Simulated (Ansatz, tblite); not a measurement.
# [Al(CN)H3]- (CH₃AlN−): one state, many levels

The task here is to estimate one member of a computed series from the others.

Program: Ansatz 0.2.0, Gaussian basis. Level of theory: as each input shows. These are calculated values, not measurements.

Levels to be run: GFN1-xTB, GFN2-xTB, PBE-D4/def2-TZVPD, r2SCAN-D4/def2-TZVPD, PBE-QIDH/def2-TZVPD, r2SCAN0-D4/def2-TZVPD, B2PLYP/def2-TZVPD, ωB97X-V/def2-TZVPD, B97M-V/def2-TZVPD, BLYP-D4/def2-TZVPD, HF/def2-TZVPD, PBE-D4/def2-SVPD, PBE0-D4/def2-SVPD, HF/STO-3G, HF/6-31G, B3LYP-D4/6-31G, CCSD(T)/def2-TZVPPD, MP2/def2-TZVPD, RPA/def2-TZVPD.

**The structure**

The geometry is that of the singlet, from an earlier relaxation (r2SCAN-D4/def2-TZVPD).

6 atoms, charge -1, spin multiplicity 1.

Bond lengths: Al1–C2 2.024 Å, Al1–H4 1.625 Å, Al1–H5 1.625 Å, Al1–H6 1.625 Å, C2–N3 1.162 Å. Angles: C2–Al1–H4 106.5°, C2–Al1–H5 106.8°, C2–Al1–H6 106.6°, H4–Al1–H5 112.1°, H4–Al1–H6 112.2°, H5–Al1–H6 112.1°, Al1–C2–N3 179.2°.

The ion is computed in the gas phase, without counter-ions or solvent.

PBE0-D4/def2-TZVPD was run before; its log isn't repeated, and its numbers join the tables.

The first run:

Tight binding, by tblite at 300 K electronic temperature and without a spin-polarisation term:

```python
tblite.interface.Calculator('GFN1-xTB', numbers, positions, charge=-1, uhf=0).singlepoint()
```

Tight binding, by tblite at 300 K electronic temperature and without a spin-polarisation term:

```python
tblite.interface.Calculator('GFN2-xTB', numbers, positions, charge=-1, uhf=0).singlepoint()
```

start.molden holds the orbitals of an earlier run on this state, given as this run's starting guess.

in.yaml

```yaml
crystal:
  periodic: [false, false, false]
  atoms:
    - {symbol: Al, position_ang: [-0.006561, 0.007545, -0.635343]}
    - {symbol: C, position_ang: [0.006336, -0.010031, 1.388487]}
    - {symbol: N, position_ang: [0.026351, -0.030511, 2.550239]}
    - {symbol: H, position_ang: [1.548236, 0.022828, -1.107293]}
    - {symbol: H, position_ang: [-0.797162, 1.353133, -1.088944]}
    - {symbol: H, position_ang: [-0.777210, -1.342974, -1.107157]}
basis:
  gaussian: {orbitals: def2-TZVPD, initial_orbitals: start.molden}
total_charge: -1
hamiltonian: {xc: pbe, dispersion: d4}
scf: {omitted_lower_state_checks: [starts]}
output: {orbitals: {seedname: orbitals}}
```

Launch:

```console
ansatz run in.yaml --threads 4 --pin off --events-out ev --progress --plain --max-ram 3916MiB
```

Steps of the session up to this table: PBE-D4/def2-TZVPD; r2SCAN-D4/def2-TZVPD; PBE-QIDH/def2-TZVPD; r2SCAN0-D4/def2-TZVPD; B2PLYP/def2-TZVPD; ωB97X-V/def2-TZVPD; B97M-V/def2-TZVPD; BLYP-D4/def2-TZVPD; HF/def2-TZVPD; PBE-D4/def2-SVPD; PBE0-D4/def2-SVPD; HF/STO-3G; HF/6-31G; B3LYP-D4/6-31G; CCSD(T)/def2-TZVPPD; MP2/def2-TZVPD; RPA/def2-TZVPD.

One table of the session follows, with a row left open; its other results are not shown here.

| level | HOMO (eV) | LUMO (eV) | gap (eV) |
| --- | --- | --- | --- |
| HF/STO-3G | -2.64 | 16.94 | 19.57 |
| HF/6-31G | -6.03 | 7.97 | 14.00 |
| HF/def2-TZVPD | ? | ? | ? |
| PBE-D4/def2-SVPD | -1.87 | 3.63 | 5.50 |
| PBE-D4/def2-TZVPD | -1.92 | 3.36 | 5.28 |
| BLYP-D4/def2-TZVPD | -1.84 | 3.34 | 5.18 |
| r2SCAN-D4/def2-TZVPD | -2.22 | 4.21 | 6.43 |
| B97M-V/def2-TZVPD | -2.31 | 3.41 | 5.72 |
| B3LYP-D4/6-31G | -2.75 | 5.47 | 8.22 |
| PBE0-D4/def2-SVPD | -3.10 | 4.03 | 7.14 |
| PBE0-D4/def2-TZVPD | -3.15 | 3.71 | 6.87 |
| r2SCAN0-D4/def2-TZVPD | -3.35 | 4.30 | 7.66 |
| ωB97X-V/def2-TZVPD | -5.59 | 4.63 | 10.22 |

Estimate the missing values for HF/def2-TZVPD.

**Answer.** HOMO (eV): -6.26; LUMO (eV): 4.60; gap (eV): 10.85. In the column «HOMO (eV)» it is the lowest.
